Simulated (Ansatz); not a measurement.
# CNS: the cost of one run

Computed with Ansatz 0.2.0 (the levels named in each step, unless a step's input says otherwise).

### 1 The structure to begin with

Bond lengths: N1–C2 1.158 Å, C2–S3 1.629 Å. Angles: N1–C2–S3 180.0°.

Coordinates:

```xyz
3

N     0.0000    0.0000   -1.3145
C     0.0000    0.0000   -0.1570
S     0.0000    0.0000    1.4715
```

### 2 A rough first relaxation, PBE-D4/def2-SVP

This run stands in another session on the same molecule. It ended at:

```xyz
3

N     0.0000    0.0000   -1.3433
C     0.0000    0.0000   -0.1443
S     0.0000    0.0000    1.4876
```

### 3 Relaxation, PBE0-D4/def2-TZVPP

This run stands in another session on the same molecule. It ended at:

```xyz
3

N     0.0000    0.0000   -1.3226
C     0.0000    0.0000   -0.1481
S     0.0000    0.0000    1.4707
```

### 4 Frequencies, PBE0-D4/def2-TZVPP

The input, input.yaml:

```yaml
crystal:
  periodic: [false, false, false]
  atoms:
    - { symbol: "N", position_ang: [0.0, 0.0, -1.32261634] }
    - { symbol: C, position_ang: [0.0, 0.0, -0.14810984] }
    - { symbol: S, position_ang: [0.0, 0.0, 1.47072618] }
magnetization:
  spin_polarized: true
  initial_magnetization: 1
basis:
  gaussian: { orbitals: def2-TZVPP }
hamiltonian:
  xc: pbe0
  dispersion: d4
phonons: {}
```

On the command line:

```console
ansatz run input.yaml --threads 2 --pin off --max-ram 5120MiB --backend cpu --events-out ev --progress --plain --runs-dir out
```

**Question.** How long does this run take on 2 threads of Intel Xeon at 2.50GHz (Skylake/Cascade Lake), shared host, and how much memory does it need?

About 54 s, with a peak of 0.18 GiB.
